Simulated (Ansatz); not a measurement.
Input file:

```yaml
crystal:
  periodic: [false, false, false]
  atoms:
    - {symbol: B, position_ang: [0.000000, 0.000000, 0.052251]}
    - {symbol: B, position_ang: [0.000000, 0.000000, -1.282749]}
    - {symbol: H, position_ang: [0.000000, 0.000000, 1.230498]}
basis:
  gaussian: {orbitals: 6-31G}
magnetization: {spin_polarized: false, initial_magnetization: 3}
correlation: {method: fic_nevpt4_sd, electrons: outside_noble_gas, active_space: {window: {electrons: 7, orbitals: 6}}}
```

```sh
$ ansatz run in.yaml --threads 1 --pin off --events-out ev --progress --plain --max-ram 2393MiB
```

Output:

```
284 factors; integrals over basis functions are off by at most 2.0e-4 eV
mean field evaluation 1: about -1352.3276 eV, gradient 1.0e1 eV
mean field evaluation 2: about -1352.3406 eV, gradient 1.0e1 eV
mean field evaluation 4: about -1353.6632 eV, gradient 1.1e0 eV
mean field evaluation 8: about -1353.6807 eV, gradient 3.1e-4 eV
mean field -1353.68068787 eV, -49.7468477215 hartree, gradient 1.9e-6 eV, S^2 3.750000; 0 other end points of the search recorded, 0 dependent functions left out
reference -1353.68068787 eV, -49.7468477215 hartree; 7, 4 occupied and 13, 16 virtual orbitals, 284 factors
state -1354.10437128 eV, -49.7624177997 hartree
state -1354.10437128 eV, -49.7624177997 hartree; corrected -1355.74655358 eV, -49.8227668860 hartree
Total energy: -1355.74655358 eV, -49.8227668860 hartree
```

Natural occupations: 1.9994 1.9814 1.0002 1.0000 1.0000 0.0190.

Ran on 1 thread of Arm Neoverse V1, shared host: 1.6 s wall, 0.08 GiB peak host memory.
